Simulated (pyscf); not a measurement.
Structures and frequencies: ωB97X-D3(BJ)/def2-SVP in PySCF.

SMILES: O=[As]O
```xyz
4

O      0.8859    -0.0515    -1.3243
As     1.4635     0.4380     0.0956
O      0.5041    -0.4180     1.3101
H     -0.1523    -0.9874     0.8744
```

Problem. How much does it cost (ΔH, 298 K, ωB97M-D3(BJ)/def2-TZVP) to split O=As–OH at its As–O bond into O=As• + OH•?

Solution. As–O to O=As• + OH•: 94.3 kcal/mol. The 7 functionals that were run give +92.1 (B3LYP-D3(BJ)) to +97.7 kcal/mol (PBE). The radicals are drawn with the spin at the cut bond; how far it spreads was not checked. Left out: the spin-orbit lowering of OH. The term symbol of open-shell O=As• was not checked; spin-orbit terms are left out. Elements up to Kr have no core potential and no relativistic terms here.
